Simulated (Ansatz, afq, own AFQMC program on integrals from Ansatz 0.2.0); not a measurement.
Two steps: Ansatz 0.2.0 writes the Fock matrix and Cholesky factors of the valence space, and afq projects on them the lowest state that overlaps trial and start.

```yaml
crystal:
  periodic: [false, false, false]
  atoms:
    - {symbol: C, position_ang: [0.000000, 0.000000, 0.000000]}
    - {symbol: H, position_ang: [1.093152, 0.013897, -0.000233]}
    - {symbol: H, position_ang: [-0.558612, 0.939744, -0.002802]}
    - {symbol: H, position_ang: [-0.534540, -0.953642, 0.003036]}
basis:
  gaussian: {orbitals: cc-pVDZ}
total_charge: 1
magnetization: {spin_polarized: false}
correlation: {method: ccsd_t, electrons: outside_noble_gas, hamiltonian_folder: ham}
```

```sh
$ ansatz run in.yaml --threads 1 --pin off --events-out ev --progress --plain --max-ram 24576MiB --backend cuda --devices 0, --max-vram 18GiB
```

afq runs on the folder ham with

```
--method phaseless --trial hf --walkers 4000 --populations 20 --least-time 40 --time-step 0.005 --steps-per-block 20 --equilibration-blocks 112 --max-blocks 4000 --target-error 0.0007499999999999999 --factor-cut 1e-05 --seed 4912 --taylor-order 6
```

Times are imaginary, in 1/Eh. The walk had a cap of 49 s. With eight or more populations the least sampling time is a fifth of least-time, and the error comes from their spread.

Output of the walk:

```
orbitals 28  electrons 3 3  factors 210 of 259
reference energy -39.23572290 Eh
CCSD correlation -0.12970040 Eh in 8 cycles, weight of the determinant in the CISD state 0.9480
energy of the start -39.235723 Eh
 block  time / (1/Eh)  mean weight  energy / Eh
     1     0.100  1.0007  -39.266550
     2     0.200  1.0008  -39.289435
     3     0.300  1.0010  -39.306467
     4     0.400  1.0008  -39.318914
     5     0.500  1.0007  -39.329206
     8     0.800  1.0003  -39.345553
    13     1.300  1.0000  -39.358377
    25     2.500  0.9999  -39.366177
    37     3.700  1.0001  -39.370243
    49     4.900  1.0000  -39.366903
    61     6.100  0.9999  -39.364183
    73     7.300  1.0001  -39.368443
    85     8.500  1.0002  -39.365648
    97     9.700  0.9999  -39.366793
   109    10.900  1.0002  -39.367337
   121    12.100  1.0001  -39.369875
   133    13.300  1.0000  -39.368908
   141    14.100  1.0001  -39.373128
   145    14.500  1.0001  -39.369871
   157    15.700  1.0000  -39.366920
   169    16.900  0.9999  -39.371798
   181    18.100  1.0002  -39.368520
   189    18.900  1.0003  -39.369338
error from the spread of 20 populations
energy -39.368834 +/- 0.000675 Eh
(rows thinned)
```

The run passed its tests (sampling time, drift between the halves within three errors, error under three times the target), which doesn't prove that it has relaxed.

Against this walk (error 18.4 meV) on the same determinant: CCSD(T) 42.7 meV higher, CCSDT(Q) 31.6 meV higher (within the noise), CCSDTQ 31.3 meV higher (within the noise), full CI 31.3 meV higher (within the noise), a separate phaseless walk with a CISD trial and standard settings 32.9 ± 18.4 meV higher (within the noise). The error is statistical and leaves out the bias of the constraint.

Cautions: constraint bias not in the error.

The walk took 9.2 s on 1 × NVIDIA H100 80GB HBM3 with 2 threads of AMD EPYC 7R13 Processor (Zen 3) (shared host) (the card was shared). The log's last line is the phaseless energy.

CCSDT and higher add their correlation energy to the determinant of the CCSD(T) run, since their own runs factorise the integrals more tightly (a shift of under 2 meV). A walk keeps the symmetry of its determinant, which the program's search chose and which needn't be the lowest solution, so a lower state of the same spin and another symmetry isn't excluded.
